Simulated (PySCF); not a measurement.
Dissociation curve of SMILES C=O. The C1–O4 bond (C1 also carries H, H; O4 carries nothing else) is varied alone, starting from the PBE0/def2-TZVP optimised geometry.

Methods: RKS-BHandHLYP = restricted BHandHLYP/cc-pVDZ (PySCF 2.14.0); RHF/cc-pVDZ (PySCF); UKS-TPSSh = unrestricted TPSSh/cc-pVDZ (PySCF).

Magnitude of the dipole moment (D; its direction can reverse along the curve, and a method can change to another solution) and Mulliken charge of the fragment that holds C1:

```tsv
R / Å	μ RKS-BHandHLYP	q RKS-BHandHLYP	μ RHF	q RHF	μ UKS-TPSSh	q UKS-TPSSh
0.97	0.97	0.01	1.18	0.07	0.79	-0.01
1.02	1.31	0.06	1.55	0.12	1.11	0.04
1.08	1.69	0.12	1.95	0.18	1.47	0.10
1.13	1.97	0.17	2.26	0.23	1.73	0.14
1.16	2.12	0.19	2.44	0.26	1.88	0.16
1.20	2.32	0.22	2.66	0.29	2.06	0.20
1.23	2.45	0.25	2.81	0.32	2.18	0.22
1.27	2.62	0.27	3.01	0.35	2.34	0.24
1.31	2.78	0.29	3.19	0.37	2.48	0.26
1.39	3.05	0.33	3.53	0.41	2.72	0.29
1.50	3.36	0.35	3.97	0.44	2.98	0.31
1.60	3.60	0.35	4.36	0.45	2.92	0.29
1.78	3.99	0.34	4.89	0.42	2.69	0.24
1.99	4.43	0.31	4.59	0.31	2.43	0.18
2.17	4.60	0.27	4.08	0.21	2.16	0.13
2.41	4.39	0.21	3.43	0.12	1.79	0.08
2.60	4.08	0.17	3.02	0.08	1.52	0.06
2.92	3.51	0.11	2.53	0.03	1.15	0.03
3.24	2.98	0.07	2.24	0.01	0.91	0.01
3.58	2.50	0.03	2.07	0.01	0.79	0.00
4.22	1.97	0.01	1.94	0.00	0.71	0.00
```

The restricted form behind RKS-BHandHLYP, RHF keeps the bonding electrons paired and can't separate into open-shell fragments. The unrestricted determinant behind UKS-TPSSh is spin-contaminated at 1.60 to 4.22 Å (<S²> up to 2.0, against 0.00 for a pure singlet).
